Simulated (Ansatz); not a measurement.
Frontier orbitals of C$_{3}$H$_{6}$FN (`CC/N=C\F`).

```xyz
11

C     0.047    0.075   -1.533
C     0.206   -0.578   -0.173
N     0.567    0.417    0.816
C    -0.099    0.584    1.846
F    -1.202   -0.116    2.186
H    -0.149   -0.681   -2.297
H    -0.786    0.781   -1.530
H     0.952    0.621   -1.805
H     1.032   -1.296   -0.211
H    -0.699   -1.132    0.095
H     0.132    1.325    2.607
```

The species carries charge 0 and has multiplicity 1. Geometry: relaxed with PBE0-D4/def2-TZVP. It is one conformer, not always the lowest. Basis def2-TZVPP, Ansatz.

| functional | HOMO (eV) | LUMO (eV) | gap (eV) |
| --- | --- | --- | --- |
| LDA (SPW92) | -6.58 | -1.28 | 5.30 |
| PBE | -6.46 | -1.02 | 5.44 |
| revPBE | -6.41 | -0.92 | 5.49 |
| PBE0 | -7.99 | 0.09 | 8.08 |
| r2SCAN0 | -8.22 | 0.25 | 8.47 |
| ωB97M-V | -10.38 | 2.28 | 12.66 |
| HF | -11.65 | 3.85 | 15.50 |

From PBE to PBE0 the HOMO moves by −1.53 eV and the LUMO by +1.11 eV, and with ωB97M-V by −3.92 and +3.30 eV, so the gap grows from 5.44 to 12.66 eV with exact exchange. A positive LUMO is unbound and depends on the basis.
